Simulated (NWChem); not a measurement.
Everything below was run with NWChem. System: NO (-1), charge -1, spin multiplicity 3, at a geometry optimised with UPBE0/def2-SVP. The structure started from a generated list of species. Its SCF solution wasn't tested for a lower state. Level: UMP2/def2-TZVPD, 2 core orbitals frozen.

The NWChem input:

```
start mol
memory heap 200 mb stack 900 mb global 1100 mb
charge -1
geometry units angstroms nocenter noautoz
  N      0.000000     0.000000     0.669030
  O      0.000000     0.000000    -0.585401
  symmetry group C2v
end
basis spherical
  * library def2-tzvpd
end
scf
  uhf
  nopen 2
  maxiter 100
  thresh 1e-7
  semidirect memsize 60000000 filesize 0
  # guess.movecs holds the orbitals of an unrestricted PBE0 run
  vectors input guess.movecs output mol.movecs
end
mp2
  freeze core 2
end
task mp2 energy
```

Output (cleaned and shortened):

```
             Northwest Computational Chemistry Package (NWChem) 7.3.0
             --------------------------------------------------------

                                NWChem Input Module
                                -------------------

 Scaling coordinates for geometry "geometry" by  1.889725989
 (inverse scale =  0.529177249)

 Turning off AUTOSYM since
 SYMMETRY directive was detected!

                             Geometry "geometry" -> ""
                             -------------------------

 Output coordinates in angstroms (scale by  1.889725989 to convert to a.u.)

  No.       Tag          Charge          X              Y              Z
 ---- ---------------- ---------- -------------- -------------- --------------
    1 N                    7.0000     0.00000000     0.00000000     0.66903000
    2 O                    8.0000     0.00000000     0.00000000    -0.58540100

 Effective nuclear repulsion energy (a.u.)      23.6234005250

            Nuclear Dipole moment (a.u.)
            ----------------------------
        X                 Y               Z
 ---------------- ---------------- ----------------
     0.0000000000     0.0000000000     0.0000037795

      Symmetry information
      --------------------

 Group name             C2v
 Group number             16
 Group order               4
 No. of unique centers     2

      Symmetry unique atoms

     1    2


 Summary of "ao basis" -> "" (spherical)
 ------------------------------------------------------------------------------
       Tag                 Description            Shells   Functions and Types
 ---------------- ------------------------------  ------  ---------------------
 *                         def2-tzvpd                 on all atoms

 Summary of "ao basis" -> "ao basis" (spherical)
 ------------------------------------------------------------------------------
       Tag                 Description            Shells   Functions and Types
 ---------------- ------------------------------  ------  ---------------------
 N                         def2-tzvpd               13       37   6s3p3d1f
 O                         def2-tzvpd               14       40   6s4p3d1f

                                 NWChem SCF Module
                                 -----------------

  ao basis        = "ao basis"
  functions       =    77
  atoms           =     2
  alpha electrons =     9
  beta  electrons =     7
  charge          =  -1.00
  wavefunction    = UHF
  use symmetry    = T
  symmetry adapt  = T

 Summary of "ao basis" -> "ao basis" (spherical)
 ------------------------------------------------------------------------------
       Tag                 Description            Shells   Functions and Types
 ---------------- ------------------------------  ------  ---------------------
 N                         def2-tzvpd               13       37   6s3p3d1f
 O                         def2-tzvpd               14       40   6s4p3d1f

      Symmetry analysis of basis
      --------------------------

        a1         35
        a2          8
        b1         17
        b2         17

 Forming initial guess at       0.1s

   Symmetry analysis of molecular orbitals - initial alpha
   -------------------------------------------------------

  Numbering of irreducible representations:

     1 a1          2 a2          3 b1          4 b2

  Orbital symmetries:

     1 a1          2 a1          3 a1          4 a1          5 b2
     6 b1          7 a1          8 b2          9 b1         10 a1
    11 b2         12 b1         13 a1         14 a1         15 a1
    16 a2         17 b2         18 b1         19 a1

   Symmetry analysis of molecular orbitals - initial beta
   ------------------------------------------------------

  Numbering of irreducible representations:

     1 a1          2 a2          3 b1          4 b2

  Orbital symmetries:

     1 a1          2 a1          3 a1          4 a1          5 a1
     6 b2          7 b1          8 a1          9 b2         10 b1
    11 a1         12 b2         13 b1         14 a1         15 a1
    16 a2         17 b2         18 b1         19 a1

 Starting SCF solution at       0.1s

 ----------------------------------------------
         Quadratically convergent UHF

 Convergence threshold     :          1.000E-07
 Maximum no. of iterations :          100
 Integral*density screening:          1.000E-09
 ----------------------------------------------

              iter       energy          gnorm     gmax       time
             ----- ------------------- --------- --------- --------
                 1     -129.2739173867  4.69D-01  9.66D-02      0.5
                 2     -129.2878095522  4.56D-02  1.43D-02      0.6
                 3     -129.2887781611  1.72D-03  5.68D-04      0.8
                 4     -129.2887789780  2.02D-06  5.26D-07      1.0
                 5     -129.2887789780  4.22D-09  9.31D-10      1.2

       Final UHF  results
       ------------------

         Total SCF energy =   -129.288778978038
      One electron energy =   -229.459147939120
      Two electron energy =     76.546968436077
 Nuclear repulsion energy =     23.623400525005

                       Sz =      1.0000
                 Sz(Sz+1) =      2.0000
                      S^2 =      2.0528

        Time for solution =      1.1s

       Symmetry analysis of molecular orbitals - alpha
       -----------------------------------------------

  Numbering of irreducible representations:

     1 a1          2 a2          3 b1          4 b2

  Orbital symmetries:

     1 a1          2 a1          3 a1          4 a1          5 b2
[...]
    51      0.177993  2 O  py

                     UHF Final Beta Molecular Orbital Analysis
                     -----------------------------------------

 Vector    5  Occ=1.000000D+00  E=-2.372047D-01  Symmetry=a1
              MO Center=  1.7D-17, -1.6D-17,  4.8D-01, r^2= 1.4D+00
   Bfn.  Coefficient  Atom+Function         Bfn.  Coefficient  Atom+Function
  ----- ------------  ---------------      ----- ------------  ---------------
     9      0.300453  1 N  pz                46     -0.272719  2 O  pz
    49     -0.252659  2 O  pz                 4      0.246786  1 N  s
    12      0.246576  1 N  pz                 6      0.202225  1 N  s
     5      0.188794  1 N  s

 Vector    6  Occ=1.000000D+00  E=-1.825467D-01  Symmetry=b1
              MO Center= -1.6D-16,  5.0D-17, -2.9D-01, r^2= 1.1D+00
   Bfn.  Coefficient  Atom+Function         Bfn.  Coefficient  Atom+Function
  ----- ------------  ---------------      ----- ------------  ---------------
    44      0.361628  2 O  px                47      0.332923  2 O  px
    50      0.268078  2 O  px                 7      0.165168  1 N  px
    10      0.153889  1 N  px

 Vector    7  Occ=1.000000D+00  E=-1.825467D-01  Symmetry=b2
              MO Center= -2.3D-16,  9.5D-16, -2.9D-01, r^2= 1.1D+00
   Bfn.  Coefficient  Atom+Function         Bfn.  Coefficient  Atom+Function
  ----- ------------  ---------------      ----- ------------  ---------------
    45      0.361628  2 O  py                48      0.332923  2 O  py
    51      0.268078  2 O  py                 8      0.165168  1 N  py
    11      0.153889  1 N  py

 Vector    8  Occ=0.000000D+00  E= 2.713867D-01  Symmetry=a1
              MO Center= -3.3D-19, -2.6D-19, -2.8D+00, r^2= 5.4D+00
   Bfn.  Coefficient  Atom+Function         Bfn.  Coefficient  Atom+Function
  ----- ------------  ---------------      ----- ------------  ---------------
     6      4.496924  1 N  s                 43     -3.945431  2 O  s
    55     -2.863355  2 O  pz                15     -0.692165  1 N  pz
     5      0.611724  1 N  s                 52     -0.552030  2 O  pz
    68     -0.426893  2 O  d  0               4      0.414163  1 N  s
    42     -0.413932  2 O  s

 Vector    9  Occ=0.000000D+00  E= 3.110499D-01  Symmetry=b1
              MO Center=  9.5D-17, -1.6D-16, -5.8D-01, r^2= 9.3D+00
   Bfn.  Coefficient  Atom+Function         Bfn.  Coefficient  Atom+Function
  ----- ------------  ---------------      ----- ------------  ---------------
    53      1.429560  2 O  px                13     -0.916401  1 N  px
    29     -0.413571  1 N  d  1              69     -0.392897  2 O  d  1

 Vector   10  Occ=0.000000D+00  E= 3.110499D-01  Symmetry=b2
              MO Center= -4.9D-29,  1.4D-17, -5.8D-01, r^2= 9.3D+00
   Bfn.  Coefficient  Atom+Function         Bfn.  Coefficient  Atom+Function
  ----- ------------  ---------------      ----- ------------  ---------------
    54      1.429560  2 O  py                14     -0.916401  1 N  py
    27      0.413571  1 N  d -1              67      0.392897  2 O  d -1

 center of mass
 --------------
 x =   0.00000000 y =   0.00000000 z =   0.00031734

 moments of inertia (a.u.)
 ------------------
          41.956985404500           0.000000000000           0.000000000000
           0.000000000000          41.956985404500           0.000000000000
           0.000000000000           0.000000000000           0.000000000000

  Mulliken analysis of the total density
  --------------------------------------

    Atom       Charge   Shell Charges
 -----------   ------   -------------------------------------------------------
    1 N    7     7.37   0.82  1.16  0.58  0.88  0.37  0.16  1.33  1.40  0.56  0.01  0.05  0.03  0.01
    2 O    8     8.63   0.79  1.18  0.58  0.95  0.36 -0.01  1.81  1.94  0.86  0.09  0.00  0.03  0.03  0.00

  Mulliken analysis of the alpha density
  --------------------------------------

    Atom       Charge   Shell Charges
 -----------   ------   -------------------------------------------------------
    1 N    7     4.50   0.41  0.58  0.32  0.47  0.17  0.05  1.00  1.02  0.42  0.01  0.02  0.03  0.00
    2 O    8     4.50   0.40  0.59  0.30  0.49  0.17 -0.01  1.07  1.08  0.37  0.01  0.00  0.02  0.02  0.00

   Mulliken analysis of the beta density
   -------------------------------------

    Atom       Charge   Shell Charges
 -----------   ------   -------------------------------------------------------
    1 N    7     2.87   0.41  0.58  0.26  0.41  0.19  0.11  0.33  0.38  0.15  0.01  0.03 -0.00  0.00
    2 O    8     4.13   0.40  0.59  0.27  0.47  0.20 -0.00  0.74  0.86  0.49  0.08  0.00  0.02  0.01  0.00

   Mulliken analysis of the spin density
   -------------------------------------

    Atom       Charge   Shell Charges
 -----------   ------   -------------------------------------------------------
    1 N    7     1.63   0.00 -0.00  0.06  0.05 -0.02 -0.06  0.67  0.64  0.27 -0.00 -0.00  0.03 -0.00
    2 O    8     0.37   0.00 -0.00  0.03  0.02 -0.03 -0.01  0.33  0.22 -0.12 -0.07  0.00  0.00  0.01  0.00

       Multipole analysis of the density wrt the origin
       ------------------------------------------------

     L   x y z        total         alpha         beta         nuclear
     -   - - -        -----         -----         ----         -------
     0   0 0 0     -1.000000     -9.000000     -7.000000     15.000000

     1   1 0 0      0.000000      0.000000      0.000000      0.000000
     1   0 1 0      0.000000      0.000000     -0.000000      0.000000
     1   0 0 1     -0.072890     -0.776072      0.703179      0.000004

     2   2 0 0    -10.089157     -5.642562     -4.446595      0.000000
     2   1 1 0      0.000000      0.000000      0.000000      0.000000
     2   1 0 1      0.000000      0.000000     -0.000000      0.000000
     2   0 2 0    -10.089157     -5.642562     -4.446595      0.000000
     2   0 1 1      0.000000      0.000000      0.000000      0.000000
     2   0 0 2    -12.793036    -19.085937    -14.686254     20.979155

                   NWChem MP2 Semi-direct Energy/Gradient Module
                   ---------------------------------------------

  Basis functions       =     77
  Molecular orbitals    =     77
  Frozen core           =      2
  Frozen virtuals       =      0
  Active alpha occupied =      7
  Active beta occupied  =      5
  Active alpha virtual  =     68
  Active beta virtual   =     70
  Use MO symmetry       = T
  Use skeleton AO sym   = T

  AO/Fock/Back tols     =   1.0D-09  1.0D-09  1.0D-09

 GA uses MA = F    GA memory limited = T

 Available:
  local mem=  1.26D+08
 global mem=  1.44D+08
 local disk=  0.00D+00
  mp2_memr nvloc                    68
  nvloc new                    68
   1 passes of   7:        4194304                      35885                   4867035.
   1 passes of   7: M    126153604           G      144167342           F     121959300.

 Semi-direct pass number   1 of   1  for UHF alpha       at        1.3s
  vrange nnbf                  3001
  mp2_eaftype                    18  avail_ma_in_mb                  1099
 EAF : mp2_eaftype filesize          18    2433518.
  mp2_eaf for mointskh                     18
Node 0 wrote     11.4 Mb in      0.0 s     Agg I/O rate:  2748.7 Mb/s
 Done moints_semi at        2.3s
  mp2_eaftype                    18  avail_ma_in_mb                  1081
 EAF : mp2_eaftype filesize          18    2433518.
  mp2_eaf for kh                    18
 Done maket at        2.4s
 Done multipass loop at        2.4s

 GA uses MA = F    GA memory limited = T

 Available:
  local mem=  1.26D+08
 global mem=  1.44D+08
 local disk=  0.00D+00
  mp2_memr nvloc                    70
  nvloc new                    70
   1 passes of   5:        4194304                      29588                   3581407.
   1 passes of   5: M    126153604           G      144167342           F     121959300.

 Semi-direct pass number   1 of   1  for UHF beta        at        2.4s
  vrange nnbf                  3001
  mp2_eaftype                    13  avail_ma_in_mb                  1099
 EAF : mp2_eaftype filesize          13    1790704.
  mp2_eaf for mointskh                     13
Node 0 wrote      8.4 Mb in      0.0 s     Agg I/O rate:  1662.7 Mb/s
 Done moints_semi at        3.1s
  mp2_eaftype                    13  avail_ma_in_mb                  1086
 EAF : mp2_eaftype filesize          13    1790704.
  mp2_eaf for kh                    13
 Done maket at        3.2s
 Done multipass loop at        3.2s

          -------------------------------------------
          SCF energy                -129.288778978038
          Correlation energy          -0.401307091624
          Singlet pairs                0.000000000000
          Triplet pairs                0.000000000000
          Total MP2 energy          -129.690086069661
          -------------------------------------------

          ---------------------------------------------------
                    Spin Component Scaled (SCS) MP2
          Same spin pairs                     -0.111567552638
          Same spin scaling factor             0.333333333333
          Opposite spin pairs                 -0.289739538985
          Opposite spin scaling fact.          1.200000000000
          SCS-MP2 correlation energy          -0.384876630995
          Total SCS-MP2 energy              -129.673655609033
          ---------------------------------------------------

 -----------------------
 Performance information
 -----------------------

 Timer overhead =  2.20D-07 seconds/call

               Nr. of calls         CPU time (s)                 Wall time (s)                GFlops
             ---------------    -------------------     ------------------------------   -------------------
Name         Min   Avg   Max    Min     Avg     Max     Min     Avg     Max   Mx/calls   Min     Max     Sum
mp2: moin     2     2     2    1.8     1.8     1.8      1.8     1.8     1.8    0.89      0.0     0.0     0.0
mp2: make     2     2     2   0.12    0.12    0.12     0.12    0.12    0.12    6.09E-2   0.0     0.0     0.0
mp2: tota     1     1     1    2.0     2.0     2.0      2.0     2.0     2.0     2.0      0.0     0.0     0.0

 The average no. of pstat calls per process was 5.00D+00
 with a timing overhead of 1.10D-06s

 Task  times  cpu:        3.2s     wall:        3.2s

 Total times  cpu:        3.2s     wall:        3.2s
```
